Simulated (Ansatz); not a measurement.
How far each method lies from UCCSDT(Q) for H₂Si–PH, triplet

Geometry: a PBE0/def2-TZVP stationary point for this spin, not checked as a minimum.

```xyz
5

Si   -0.1152    0.0000    1.1364
P     0.1106    0.0000   -1.0974
H     0.5486   -1.2064    1.7149
H     0.5486    1.2064    1.7149
H    -1.2866    0.0000   -1.3719
```

Basis cc-pVDZ; Ansatz 0.2.0. Only valence electrons are correlated (noble-gas cores frozen), which leaves 12 electrons in 41 orbitals. R marks a restricted (for open shells ROHF) determinant, U an unrestricted one. Active spaces: valence = (12e, 11o) chosen from the atoms' valence shells.

Full CI isn't at hand for all of this; UCCSDT(Q) serves as the reference, and is uncertain by the last step of the cluster series or more. The frozen core follows each run's orbitals, which can shift R against U totals by a few meV.

For open shells CISD is restricted-active-space CI with the open shells as a complete middle space.

```
UHF ⟨S²⟩                          : 2.017
T1 diagnostic (RCCSD)             : 0.0226
largest doubles amplitude (RCCSD) : 0.048
T1 diagnostic (UCCSD)             : 0.0179
```

```csv
level,E − E(UCCSDT(Q)) (kcal/mol),share of correlation (%),wall time
RHF,150.38,0.00,–
UHF,146.98,2.26,–
RMP2,30.90,79.45,–
UMP2,31.23,79.23,–
CISD,17.48,88.38,2.9 s
RCCSD,5.12,96.60,–
UCCSD,5.03,96.65,–
RCCSD(T),1.03,99.31,4.4 s
UCCSD(T),1.03,99.31,4.3 s
BCCD(T),1.01,99.33,2.2 s
RCCSDT,0.23,99.85,–
UCCSDT,0.22,99.86,–
RCCSDT(Q),0.02,99.99,34 s
CASSCF (valence space),109.43,27.23,–
NEVPT2 (valence space),28.68,80.93,14 s
```

The correlation energy at UCCSDT(Q), counted from RHF, is -6.521 eV. That run took 29 s on 1 thread of Arm Neoverse V2, shared host.

Times hold each run's SCF and search for its determinant on a shared host, so for small cases they say little of a method's own cost; they ran on 1 thread of Arm Neoverse V2. Some runs computed forces too.

Natural occupations of CASSCF (valence space) about the gap: 1.974 1.973 1.971 1.004 1.001 0.035 0.028 0.021 0.020; effectively unpaired electrons, Σ n²(2−n)², 2.02.

Atomization energy (electronic, same basis, no zero-point term; atoms at the same level, unrestricted beside the R rows where the molecule is a closed shell, with restricted open-shell steps beyond CCSDT(Q)) at UCCSDT(Q): 1019.3 kJ/mol. Errors of other levels:

```tsv
level	error (kJ/mol)
RHF	-230.8
UHF	-226.2
RMP2	-24.4
UMP2	-26.6
CISD	-62.2
RCCSD	-13.7
UCCSD	-13.7
RCCSD(T)	-2.2
UCCSD(T)	-2.3
BCCD(T)	-2.1
RCCSDT	-0.6
UCCSDT	-0.6
RCCSDT(Q)	0.0
CASSCF (valence space)	-94.2
NEVPT2 (valence space)	-33.4
```

This basis is far from its limit, so the value isn't to be set against a measured one. Truncated CI isn't size-consistent, which counts against it in atomization.
